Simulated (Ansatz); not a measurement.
# C2H2, singlet: the ladder up to RCCSDTQ

Geometry: MP2(full)/6-31G*, from the G2/97 set.

```xyz
4

C     0.0000    0.0000    0.6081
C     0.0000    0.0000   -0.6081
H     0.0000    0.0000   -1.6740
H     0.0000    0.0000    1.6740
```

Basis 6-31G* (Cartesian d functions); Ansatz 0.2.0. Correlated methods freeze the noble-gas cores, which leaves 10 electrons in 32 orbitals. R marks a restricted (for open shells ROHF) determinant. Active spaces: valence = (10e, 10o) chosen from the atoms' valence shells.

Full CI isn't at hand for all of this; RCCSDTQ serves as the reference, and is uncertain by about the last step of the cluster series.

The UHF ⟨S²⟩ is 0.000 and the T1 diagnostic (RCCSD) is 0.0136. The largest doubles amplitude (RCCSD) is 0.108.

```tsv
level	E − E(RCCSDTQ) (meV)	share of correlation (%)	wall time
RHF	7599	0.00	–
RMP2	764	89.95	–
CISD	861	88.67	1.2 s
RCCSD	339	95.53	–
RCCSD(T)	32	99.58	0.33 s
BCCD(T)	32	99.58	0.45 s
RCCSDT	23	99.70	–
CISDTQ	53	99.30	57 s (H100)
RCCSDT(Q)	-3	100.04	3.2 s
CASSCF (valence space)	3481	54.18	–
NEVPT2 (valence space)	668	91.21	12 s
MRCISD (valence space)	148	98.05	–
MRCISD+Q (valence space)	17	99.78	12 s
```

The correlation energy at RCCSDTQ, counted from RHF, is -7.599 eV. That run took 17 s on 2 threads of AMD EPYC 7R13 with a shared H100 80 GB, shared host.

Times hold each run's SCF and search for its determinant on a shared host, so for small cases they say little of a method's own cost; rows without a card ran on 1 thread of AMD EPYC 7R13.

Natural occupations of CASSCF (valence space) about the gap: 1.982 1.980 1.978 1.933 1.933 0.067 0.067 0.028 0.020 0.012; effectively unpaired electrons, Σ n²(2−n)², 0.08.

Atomization energy (electronic, same basis, no zero-point term; atoms at the same level, unrestricted beside the R rows where the molecule is a closed shell, with restricted open-shell steps beyond CCSDT(Q)) at RCCSDTQ: 1555.2 kJ/mol. Errors of other levels:

```
                   level  error (kJ/mol)
                     RHF          -354.3
                    RMP2            31.6
                    CISD           -74.5
                   RCCSD           -26.4
                RCCSD(T)            -1.6
                 BCCD(T)            -1.3
                  RCCSDT            -2.2
                  CISDTQ            -4.8
               RCCSDT(Q)             0.2
  CASSCF (valence space)           -36.1
  NEVPT2 (valence space)             1.0
  MRCISD (valence space)           -10.7
MRCISD+Q (valence space)            -4.9
```

This basis is far from its limit, so the value isn't to be set against a measured one. Truncated CI isn't size-consistent, which counts against it in atomization.
